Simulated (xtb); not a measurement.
Input for xtb: GFN-FF on CH6O2 (a complex).

```
$ xtb mol.xyz --gfnff --sp --chrg 0 --uhf 0
9

O     -1.66510712     0.46593728    -0.00414787
H     -0.70083812     0.43346528    -0.00379387
C     -2.12653612    -0.86951472     0.00412513
H     -3.21282212    -0.83812772     0.00326213
H     -1.80451112    -1.42899872    -0.87740387
H     -1.80557312    -1.41769372     0.89311813
O      3.26754588     0.30323328     0.00046513
H      3.70674988     0.69138528    -0.75940687
H      3.70542988     0.70583728     0.75355513
```

Program output:

```
[...]
           -------------------------------------------------
          |                Calculation Setup                |
           -------------------------------------------------



molecular fragmentation (1/2 indicates fragments):
111111222
# atoms in fragment 1/2:     6     3
 fragment masses (1/2) :       32.04       18.02
CMA distance (Bohr)    :   9.846
constraining FC (au)   :  0.0500

          ==================== Thresholds ====================
          CN  :   150.00000
          rep :   500.00000
          disp:  2500.00000
          HB1 :   250.00000
          HB2 :   450.00000

          Pauling EN used:
          Z : 1  EN :  2.20
          Z : 6  EN :  2.55
          Z : 8  EN :  3.44
          electric field strengths (au): 0.000

           -------------------------------------------------
          |           Force Field Initialization            |
           -------------------------------------------------

          distances ...
          ----------------------------------------
          generating topology and atomic info file ...
          pair mat ...
          computing topology distances matrix with Floyd-Warshall algo ...
          making topology EEQ charges ...
          #fragments for EEQ constrain: 2
          ----------------------------------------
          generating topology and atomic info file ...
          pair mat ...
          computing topology distances matrix with Floyd-Warshall algo ...
          making topology EEQ charges ...
          rings ...
          # BATM   6
          # H in HB   3

  atom   neighbors  erfCN metchar sp-hybrid imet pi  qest     coordinates
    1  O       2    1.91   0.00         3    0    0  -0.432   -3.146596    0.880494   -0.007838
    2  H       1    0.97   0.00         0    0    0   0.232   -1.324392    0.819131   -0.007169
    3  C       4    3.48   0.00         3    0    0   0.048   -4.018571   -1.643145    0.007795
    4  H       1    0.97   0.00         0    0    0   0.051   -6.071354   -1.583832    0.006165
    5  H       1    0.97   0.00         0    0    0   0.051   -3.410032   -2.700416   -1.658053
    6  H       1    0.97   0.00         0    0    0   0.051   -3.412039   -2.679053    1.687749
    7  O       2    1.92   0.00         3    0    0  -0.571    6.174767    0.573028    0.000879
    8  H       1    0.97   0.00         0    0    0   0.285    7.004742    1.306529   -1.435071
    9  H       1    0.97   0.00         0    0    0   0.285    7.002248    1.333839    1.424013

          #atoms :   9
          #bonds :   7
          #angl  :   8
          #tors  :   3
          #nmol  :   2
          #optfrag :   2
           -------------------------------------------------
          |                   G F N - F F                   |
          |          A general generic force-field          |
          |                  Version 1.0.3                  |
           -------------------------------------------------
          Number of HB bonds (bound hydrogen)     0
          Number of HB bonds (unbound hydrogen)   18
          Number of XB bonds                      0

 E+G (total)                   0 d,  0 h,  0 min,  0.000 sec
 distance/D3 list               ...        0 min,  0.000 sec (  0.854%)
 non bonded repulsion           ...        0 min,  0.000 sec ( 15.596%)
 dCN                            ...        0 min,  0.000 sec (  8.386%)
 EEQ energy and q               ...        0 min,  0.000 sec ( 12.358%)
 D3                             ...        0 min,  0.000 sec ( 12.711%)
 EEQ gradient                   ...        0 min,  0.000 sec (  3.086%)
 bonds                          ...        0 min,  0.000 sec (  8.060%)
Note: The following floating-point exceptions are signalling: IEEE_UNDERFLOW_FLAG IEEE_DENORMAL
normal termination of xtb
 bend and torsion               ...        0 min,  0.000 sec (  8.301%)
 bonded ATM                     ...        0 min,  0.000 sec (  3.184%)
 HB/XB (incl list setup)        ...        0 min,  0.000 sec ( 15.713%)

         :::::::::::::::::::::::::::::::::::::::::::::::::::::
         ::                     SUMMARY                     ::
         :::::::::::::::::::::::::::::::::::::::::::::::::::::
         :: total energy              -1.088322487373 Eh    ::
         :: gradient norm              0.033005530565 Eh/a0 ::
         ::.................................................::
         :: bond energy               -1.012051522834 Eh    ::
         :: angle energy               0.001172023790 Eh    ::
         :: torsion energy             0.000001127636 Eh    ::
         :: repulsion energy           0.074487998299 Eh    ::
         :: electrostat energy        -0.150403448471 Eh    ::
         :: dispersion energy         -0.001231312894 Eh    ::
         :: HB energy                 -0.000292851068 Eh    ::
         :: XB energy                  0.000000000000 Eh    ::
         :: bonded atm energy         -0.000004501831 Eh    ::
         :: external energy            0.000000000000 Eh    ::
         :: add. restraining           0.000000000000 Eh    ::
         :: total charge              -0.000000000000 e     ::
         :::::::::::::::::::::::::::::::::::::::::::::::::::::

           -------------------------------------------------
          |                Property Printout                |
           -------------------------------------------------

molecular dipole:
                 x           y           z       tot (Debye)
 q only:        0.780      -0.135      -0.000       2.013

           -------------------------------------------------
          | TOTAL ENERGY               -1.088322487373 Eh   |
          | GRADIENT NORM               0.033005530565 Eh/α |
           -------------------------------------------------
########################################################################
[WARNING] Runtime exception occurred
-1- gfnff_setup: Could not read topology file.
########################################################################

------------------------------------------------------------------------
------------------------------------------------------------------------
 total:
 SCF:
```

The run finished.

Cost: roughly 0.04 core-seconds.
